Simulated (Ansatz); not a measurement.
## A ladder of methods for SiNH5 (Si(NH2)H3)

The species is SiNH5 (7 atoms), meant as a singlet with charge 0. As SMILES, `[H][Si]([H])([H])N`. The coordinates come from a GFN2-xTB relaxation.

```tsv
atom	x (Å)	y (Å)	z (Å)
Si	-0.0007	0.0024	-0.6830
N	0.0907	0.1787	1.0286
H	0.7077	-0.4282	1.5438
H	-0.7637	0.3074	1.5458
H	1.3878	-0.0099	-1.1355
H	-0.7479	1.1693	-1.1461
H	-0.6738	-1.2197	-1.1536
```

Each level gives the electronic atomisation energy (eV). The values are calculated. Electronic energies at fixed atoms, without zero-point motion or spin-orbit coupling.

| level | kind | program | value (eV) | less FCI/STO-3G |
| --- | --- | --- | --- | --- |
| r2SCAN/STO-3G | meta-GGA | Ansatz | 26.59 | +3.90 |
| PBE0/STO-3G | global hybrid | Ansatz | 26.50 | +3.81 |
| r2SCAN0/STO-3G | hybrid meta-GGA | Ansatz | 26.16 | +3.47 |
| CAM-B3LYP/STO-3G | range-separated hybrid | Ansatz | 27.15 | +4.46 |
| RPA@PBE/STO-3G | RPA | Ansatz | 22.61 | -0.08 |
| BCCD(T)/STO-3G | coupled cluster or CI | Ansatz | 22.68 | -0.01 |
| CCSDT(Q)/STO-3G | coupled cluster or CI | Ansatz | 22.69 | 0.00 |
| FCI/STO-3G | exact in the basis | Ansatz | 22.69 | 0.00 |

FCI/STO-3G is exact within its basis and frozen core, so for wave-function methods in that basis the difference is their error; functionals converge differently with the basis, so for them it is only a difference. The values span 22.61 to 27.15 eV. All rows use very small basis sets, so none should be taken for the real molecule's value.
